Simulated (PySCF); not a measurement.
Compound: C₄H₁₂NP.
SMILES with atom numbers: `[CH3:1][N:2]([CH3:3])[P:4]([CH3:5])[CH3:6]` (hydrogens: H7, H8, H9 on C1; H10, H11, H12 on C3; H13, H14, H15 on C5; H16, H17, H18 on C6)

Torsions of this conformer, `[CH3:1][N:2]([CH3:3])[P:4]([CH3:5])[CH3:6]`: C1–N2–P4–C5 -66°.

The closed-shell ground state was solved at several levels (PySCF, density fitting, gas phase, non-relativistic). Isolated species at its PBE0-D3(BJ)/def2-SVP geometry (one conformer only).

```
            level  basis functions  HOMO (eV)  LUMO (eV)  gap (eV)  dipole (D)
    PBE0/pcSseg-1              169      -5.55       1.23      6.78        0.72
mPW1PW91/pcSseg-1              169      -5.58       1.23      6.81        0.71
```

(1) Estimate the row for CAM-B3LYP/def2-SVPD, a basis of 220 functions; the other rows only guide the guess.

(2) Over all these levels, which gives the widest orbital gap and which the narrowest?

(3) How far do the dipole and the HOMO energy spread over the levels?

Answers

(1) HOMO -6.91 eV, LUMO 1.42 eV, gap 8.33 eV, dipole 0.78 D.

(2) CAM-B3LYP/def2-SVPD (range-separated hybrid) has the widest, 8.33 eV, and PBE0/pcSseg-1 (global hybrid, 25 % exact exchange) the narrowest, 6.78 eV. Functional and basis both differ between the two, so the spread mixes both effects.

(3) The dipole runs from 0.71 to 0.78 D (mean 0.73 D) and the HOMO from -6.91 to -5.55 eV.
